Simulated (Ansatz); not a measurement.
# AlH2O: the cost of one run

Method: def2-QZVPP, core rule «outside noble gas», up to 6 orbitals frozen; program: Ansatz 0.2.0, Gaussian basis.

Plan: UHF; ROHF; CCSD(T) on UHF.

**1. The system**

The geometry is a PBE0/def2-TZVP stationary point (not a proven minimum).

4 atoms, charge 0, spin multiplicity 4.

Atoms are counted from 1 here; the program's logs count them from 0.

Bond lengths: Al1–O2 1.747 Å, Al1–H3 1.777 Å, Al1–H4 1.777 Å. Angles: O2–Al1–H3 65.9°, O2–Al1–H4 65.9°, H3–Al1–H4 131.8°.

Coordinates:

```
Al    0.0000    0.0000    0.6535
O     0.0000    0.0000   -1.0930
H     0.0000   -1.6221   -0.0723
H     0.0000    1.6221   -0.0723
```

**2. UHF**

The input, in.yaml:

```yaml
crystal:
  periodic: [false, false, false]
  atoms:
    - {symbol: Al, position_ang: [0.000000, 0.000000, 0.653528]}
    - {symbol: O, position_ang: [0.000000, 0.000000, -1.093006]}
    - {symbol: H, position_ang: [0.000000, -1.622098, -0.072304]}
    - {symbol: H, position_ang: [0.000000, 1.622098, -0.072304]}
basis:
  gaussian: {orbitals: "def2-QZVPP.json"}
magnetization: {spin_polarized: true, initial_magnetization: 3}
hamiltonian: {xc: hf}
output: {orbitals: {seedname: orbitals}}
```

Command:

```sh
$ ansatz run in.yaml --threads 1 --pin off --events-out ev --progress --plain --max-ram 2393MiB
```

What time and memory should one allow on 1 thread of Arm Neoverse V1, shared host?

About 14 s, with a peak of 0.36 GiB.
